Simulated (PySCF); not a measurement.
Computed with TPSSh-D3(BJ)/def2-TZVP (PySCF 2.14.0). Gas-phase values, no solvent. 

Reference species (SMILES): `[C]#C` (neutral, multiplicity 2).

The dipole moment is 0.80 D.

Changed species: `C1C(C1)[O]` (radical fragment; the reference has radical fragment).

**Question.** What does the change do to the dipole moment?

**Answer.** the dipole moment rises by 2.19 D, to 2.99 D.
